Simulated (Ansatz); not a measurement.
Geometry optimisation, UKS B3LYP-D4/def2-SVP in Ansatz.

The input (input.yaml):

```yaml
crystal:
  periodic: [false, false, false]
  atoms:
    - { symbol: C, position_ang: [-0.45092, 0.59807, -0.26597] }
    - { symbol: C, position_ang: [0.4266, -0.5427, 0.24589] }
    - { symbol: O, position_ang: [1.66651, -0.27124, 0.56044] }
    - { symbol: H, position_ang: [-1.45401, 0.24256, -0.48568] }
    - { symbol: H, position_ang: [-0.01478, 1.02364, -1.16701] }
    - { symbol: H, position_ang: [-0.50424, 1.38679, 0.48122] }
    - { symbol: H, position_ang: [0.40591, -1.39377, -0.48621] }
    - { symbol: H, position_ang: [-0.07507, -1.04335, 1.11732] }
magnetization:
  spin_polarized: true
  initial_magnetization: 1
basis:
  gaussian: { orbitals: def2-SVP }
hamiltonian:
  xc: b3lyp
  dispersion: d4
relax:
  f_tol: 0.02
  max_steps: 50
```

Launched with:

```bash
$ ansatz run input.yaml --threads 2 --pin off --max-ram 3072MiB --backend cpu --events-out ev --progress --plain --runs-dir out
```

Question: Where does it end, and by what steps?

Answer: The forces met the threshold. After 4 steps the energy has fallen by 0.057 eV; H4 moved furthest, 0.03 Å.

| step | energy less start (eV) | largest force component (eV/Å) | accepted |
| --- | --- | --- | --- |
| 0 | 0.0000 | 1.748 | yes |
| 1 | -0.0405 | 1.000 | yes |
| 2 | -0.0553 | 0.252 | yes |
| 3 | -0.0564 | 0.044 | yes |
| 4 | -0.0565 | 0.015 | yes |

```xyz
8
Properties=species:S:1:pos:R:3
C -0.452 0.597 -0.266
C 0.402 -0.562 0.243
O 1.687 -0.265 0.563
H -1.476 0.264 -0.499
H -0.010 1.028 -1.178
H -0.509 1.393 0.492
H 0.422 -1.406 -0.491
H -0.063 -1.049 1.137
```

Whether the end is a true minimum wasn't checked by a vibrational analysis.

The run took 9.4 s on 2 threads of Intel(R) Xeon(R) Platinum 8488C (Sapphire Rapids) (shared host), peak memory 0.17 GiB.
